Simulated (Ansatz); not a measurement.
Reaction (substitution at a C–C bond): `CCCCCCCC` + `OC(S)S` → `CSC(O)S` + `CCCCCCC`

Isolated molecules relaxed with PBE0-D4/def2-TZVP in Ansatz; ΔE leaves out vibrations. CCSD(T)/CBS adds triple-zeta CCSD(T) − MP2 to the extrapolated MP2 energy (def2 sets, frozen cores). DFT in def2-TZVPP. B3LYP here is the variant with VWN-RPA as its local correlation; programs differ in this. Each species was taken in one conformer, which may not be the lowest.

| species | B3LYP energy (Eh) |
| --- | --- |
| `CCCCCCCC` | -315.83616 |
| `OC(S)S` | -912.21718 |
| `CSC(O)S` | -951.54405 |
| `CCCCCCC` | -276.50889 |

(1) Work out ΔE.

Largest T1 diagnostic among the species: 0.012.

Results:

(1) ΔE = (-951.54405) + (-276.50889) − (-315.83616) − (-912.21718) = 0.00040 Eh = +0.01 eV. CCSD(T)/CBS gives +0.03 eV.
